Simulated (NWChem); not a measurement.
**Correlation energy of CH (+1)**

```xyz
2

C      0.0000     0.0000     0.1639
H      0.0000     0.0000    -0.9833
```
Charge +1, spin multiplicity 1.

The numbers come from NWChem runs, not from measurements. All single points use one geometry, from PBE0/def2-SVP, a minimum by its harmonic frequencies.

Basis set: STO-3G. Each correlation energy counts from its own Hartree-Fock reference.

| method | correlation energy (mHa) | difference from CCSD(T) |
|---|---|---|
| MP2 | -32.3 | +27.7 |
| SCS-MP2 | -38.7 | +21.2 |
| CCSD | -59.9 | 0.0 |
| CCSD+T(CCSD) | -59.9 | 0.0 |
| CCSD(T) | -59.9 | 0.0 |
| CR-CCSD[T] | -59.9 | 0.0 |
| CR-CCSD(T) | -59.9 | 0.0 |
| CCSDT | -60.0 | 0.0 |

The values span 27.7 mHa, from CCSDT (lowest) to MP2 (highest). 

The correlated methods keep 1 core orbital frozen. The structure started from a generated list of species. Differences from the coupled-cluster row are differences between methods, not errors against experiment.
